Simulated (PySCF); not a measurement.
Start geometry of `[O-]C(=O)C1CC1` from GFN2-xTB (Å):
```
atom  x, y, z in Å
O1     1.8899   -0.2944   -1.0885
C2     1.6203   -0.0543    0.1037
O3     2.4033    0.0530    1.0039
C4     0.2432    0.0839    0.5495
C5    -0.9029   -0.7639   -0.1758
C6    -0.8537    0.7494   -0.3647
H7     0.0557    0.2280    1.6294
H8    -1.6749   -1.1455    0.4057
H9    -0.5496   -1.3549   -0.8938
H10   -1.6396    1.3442    0.0884
H11   -0.4828    1.0744   -1.2788
```

Q: What comes out of this run: PySCF 2.14.0, PBE0-D3(BJ)/def2-SVP geometry optimisation, gas phase?

A: 
```
atom  x, y, z in Å
O1     1.7439   -0.2635   -1.1423
C2     1.6186   -0.1171    0.0931
O3     2.4849   -0.0978    0.9851
C4     0.1601    0.0624    0.5801
C5    -0.9098   -0.7113   -0.1395
C6    -0.8002    0.7669   -0.3373
H7     0.0471    0.2136    1.6590
H8    -1.7614   -1.1045    0.4278
H9    -0.5416   -1.3389   -0.9570
H10   -1.5754    1.4124    0.0916
H11   -0.3574    1.0977   -1.2817
```

The energy falls by 0.814 eV over 11 energy and gradient evaluations, the largest force component goes from 0.1072 to 3.8e-04 Eh/bohr, and the atoms move by 0.078 Å rms after alignment. The bond that changes most is C5–H9 (three-membered-ring carbon to methylene hydrogen), which lengthens by 0.100 Å. Bonds longer at the end by more than 0.005 Å: 6 of 11; shorter: 4. Among the angles that change most is O1–C2–C4, from 121.1° to 114.8°. Rotational constants go from 7747, 2839, 2489 to 7709, 2860, 2492 MHz. The orientation of the end geometry is arbitrary; only internal coordinates are fixed.

The run used 109 basis functions and 77 SCF cycles in all. Hardware: Arm Neoverse N1, one thread, no GPU, shared host. Cost: 73 s, 0.43 GiB resident at most.

No frequency check.

One conformer stands for the species.
